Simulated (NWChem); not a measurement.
water (H2O); SMILES O

```xyz
3

O      0.0000     0.0000     0.1226
H      0.7577     0.0000    -0.4905
H     -0.7577     0.0000    -0.4905
```
Atoms are numbered in this order, from 1.

Computed with NWChem. Structure relaxed at the PBE-D3(BJ)/def2-SVP level. Ions are spin-unrestricted doublets at the neutral geometry; other ion states weren't tried.

**Question.** Among these, which level gives the lowest value of “vertical ionisation energy, ΔSCF (eV)”?
A. PBE/def2-TZVP
B. B3LYP/def2-TZVP
C. BHandHLYP/def2-TZVP
D. Hartree-Fock/def2-TZVP

**Answer.** D, Hartree-Fock/def2-TZVP. Values: Hartree-Fock/def2-TZVP 10.89; BHandHLYP/def2-TZVP 12.29; PBE/def2-TZVP 12.65; B3LYP/def2-TZVP 12.67
